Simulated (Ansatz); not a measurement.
Ansatz (an electronic-structure program) input (PBE/def2-TZVP):

Ansatz 0.2 input:
```yaml
crystal:
  periodic: [false, false, false]
  atoms:
    - {symbol: N, position_ang: [-0.00000000, -0.00000000, -0.13023549]}
    - {symbol: H, position_ang: [0.00000000, 0.00000000, 0.91164840]}
basis:
  gaussian:
    orbitals: def2-TZVP
hamiltonian:
  xc: {name: PBE}
magnetization: {spin_polarized: true, initial_magnetization: 2}
relax: {f_tol: 0.003, max_steps: 100}
```

End of the output:

```
reference -1501.28842421 eV, -55.1713319800 hartree; 5, 3 occupied and 32, 34 virtual orbitals, 199 factors
relax step   1: F+E_penalty+E_count = -1501.28840503 eV  Δ(F+E_penalty+E_count) = +0.000e0 eV  max|allowed force component| = 3.632e-1 eV/Å  Δτ_max = 0.0000 Å  (24 SCF iters, accepted)
these checks for a lower state are left out or cut short: starts, cluster_reference, orbital_swaps, neighbouring_geometries, increment
integrals: 0.00 GiB planned
199 factors; their error is unknown
mean field: 0.06 GiB planned
mean field evaluation 16: about -1501.2966 eV, gradient 2.0e-4 eV
mean field -1501.29002707 eV, -55.1713908839 hartree, gradient 1.2e-5 eV, S^2 2.004970; 0 other end points of the search recorded, 0 dependent functions left out
the calculation of the forces begins
reference -1501.29004628 eV, -55.1713915899 hartree; 5, 3 occupied and 32, 34 virtual orbitals, 199 factors
relax step   2: F+E_penalty+E_count = -1501.29002707 eV  Δ(F+E_penalty+E_count) = -1.622e-3 eV  max|allowed force component| = 1.211e-1 eV/Å  Δτ_max = 0.0034 Å  (29 SCF iters, accepted)
these checks for a lower state are left out or cut short: starts, cluster_reference, orbital_swaps, neighbouring_geometries, increment
integrals: 0.00 GiB planned
199 factors; their error is unknown
mean field: 0.07 GiB planned
mean field -1501.29023670 eV, -55.1713985875 hartree, gradient 1.2e-5 eV, S^2 2.004993; 0 other end points of the search recorded, 0 dependent functions left out
the calculation of the forces begins
reference -1501.29025593 eV, -55.1713992943 hartree; 5, 3 occupied and 32, 34 virtual orbitals, 199 factors
relax step   3: F+E_penalty+E_count = -1501.29023670 eV  Δ(F+E_penalty+E_count) = -2.096e-4 eV  max|allowed force component| = 2.654e-3 eV/Å  Δτ_max = 0.0017 Å  (29 SCF iters, accepted)
integrals: 0.00 GiB planned
199 factors; their error is unknown
mean field: 0.07 GiB planned
mean field evaluation 32: about -1501.2968 eV, gradient 5.6e-5 eV
mean field -1501.29023670 eV, -55.1713985875 hartree, gradient 1.2e-5 eV, S^2 2.004993; 1 other end points of the search recorded, 0 dependent functions left out
the calculation of the forces begins
reference -1501.29025593 eV, -55.1713992943 hartree; 5, 3 occupied and 32, 34 virtual orbitals, 199 factors
Total energy: -1501.29025593 eV, -55.1713992943 hartree
Atom 0 at     0.000000     0.000000    -0.135296 Å, force    -0.000000    -0.000000    -0.002654 eV/Å
Atom 1 at    -0.000000    -0.000000     0.916709 Å, force     0.000000    -0.000000     0.002654 eV/Å
Dipole moment:     0.000000     0.000000     0.322234 e Å
```
